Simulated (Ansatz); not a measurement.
Process, species as SMILES: N=C=O + 4 [H][H] (H2) → C (CH4) + N (NH3) + O (H2O)
B3LYP-D3(BJ)/def2-TZVP geometries, fixed; electronic energies without zero-point terms.

Basis-set convergence of the energy of full hydrogenation at r2SCAN with Ansatz (a quantum-chemistry and plane-wave program). All functions are spherical. The program fits the integrals of some runs and decomposes those of others, by size. No added dispersion term, no relativity. Functions are those of the species that has most. Reference: the value in pcseg-4, -73.88 kcal/mol, itself unsure by roughly 0.15 kcal/mol (its mean distance from aug-pcseg-3, aug-cc-pVQZ, cc-pV5Z). Deviations are taken from unrounded values.

| basis | functions | energy of full hydrogenation (kcal/mol) | minus reference (kcal/mol) |
|---|---|---|---|
| 6-31G | 29 | -72.26 | 1.62 |
| pcseg-0 | 29 | -63.82 | 10.05 |
| pcseg-1 | 47 | -68.54 | 5.34 |
| aug-cc-pVDZ | 78 | -80.63 | -6.75 |
| cc-pVTZ | 104 | -70.64 | 3.24 |
| def2-TZVPD | 123 | -71.43 | 2.45 |
| pcseg-3 | 213 | -73.82 | 0.05 |
| def2-QZVPPD | 225 | -73.83 | 0.05 |
| cc-pV5Z | 328 | -73.48 | 0.40 |

The smallest set listed that lies within 1 kcal/mol of the reference with all its larger relatives (same family, alike in diffuse functions; a set with none counts only in the reference's own line) is pcseg-3 (213 functions, 0.05 kcal/mol off). Inside, with no larger relative to test it: def2-QZVPPD, cc-pV5Z. (Relatives not listed, tested too: pcseg-4 0.00 kcal/mol.)
